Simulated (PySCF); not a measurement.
# Solver options tried on BH

The same problem is solved with other solver options, one edit a run.

Program: PySCF 2.14.0. Level of theory: method and basis as typed in the scripts. These are calculated values, not measurements.

3 further runs of the same task are left out: 3 that didn't finish.

## (1) Where the work starts

BH: 2 atoms, charge 0, spin multiplicity 1.

Bond lengths: B1–H2 1.192 Å.

## (2) Base script

input.py reads:

```python
from pyscf import gto, scf

mol = gto.M(
    atom='B 0 0 0; H 0 0 1.192',
    basis='3-21g',
    charge=0,
    spin=0,
    verbose=4,
)
mf = scf.RHF(mol)
mf = mf.density_fit(auxbasis='def2-universal-jkfit')
mf.kernel()
mf.nuc_grad_method().kernel()
mf.dip_moment()
print('orbital energies (hartree):', mf.mo_energy[..., max(0, mol.nelec[1]-3):mol.nelec[0]+3].round(4))
```

Launch:

```bash
> OMP_NUM_THREADS=1 python input.py
```

The log of this run is left out.

In short: E(SCF) = -24.976282 Eh, 7 cycles, μ = 1.70 D, gradient on the second atom -0.0162 Eh/bohr.

The bond length is a typed value, not an optimised one.

## (3) Point-group symmetry on

Edit 1 changes point-group symmetry: off → on.

input.py reads:

```python
from pyscf import gto, scf

mol = gto.M(
    atom='B 0 0 0; H 0 0 1.192',
    basis='3-21g',
    charge=0,
    spin=0,
    symmetry=True,
    verbose=4,
)
mf = scf.RHF(mol)
mf = mf.density_fit(auxbasis='def2-universal-jkfit')
mf.kernel()
mf.nuc_grad_method().kernel()
mf.dip_moment()
print('orbital energies (hartree):', mf.mo_energy[..., max(0, mol.nelec[1]-3):mol.nelec[0]+3].round(4))
```

Launch:

```bash
> OMP_NUM_THREADS=1 python input.py
```

## (4) Damping 0.95

Edit 2 changes damping: none → 0.95.

input.py, as its differences from that of step 2:

```diff
@@ -11,2 +11,4 @@
 mf = mf.density_fit(auxbasis='def2-universal-jkfit')
+mf.damp = 0.95
+mf.diis_start_cycle = 8
 mf.kernel()
```

What does the calculation give? Wanted: for each run, E(SCF); from base; gap; SCF dipole.

The runs gave:

```csv
run,E(SCF) (hartree),from base (eV),cycles,gap (eV),SCF dipole (D)
base,-24.976282,0,7,11.12,1.70
point-group symmetry on,-24.976282,0.0000,7,11.12,1.70
damping 0.95,-24.976282,0.0000,12,11.12,1.70
```

Distance from each run's final energy (log10 hartree) by cycle:

```csv
run,cycle 1,cycle 2,cycle 3,cycle 5,cycle 8,cycle 12
base,-1.9,-3.1,-4.3,-9.0,done,done
point-group symmetry on,-1.9,-3.1,-4.3,-9.0,done,done
damping 0.95,-1.9,-2.0,-2.0,-2.1,-3.3,< -11
```

**Reading.** No change of the SCF energy comes from point-group symmetry on or damping 0.95. The base needs 7 cycles and the run with damping 0.95 needs 12.
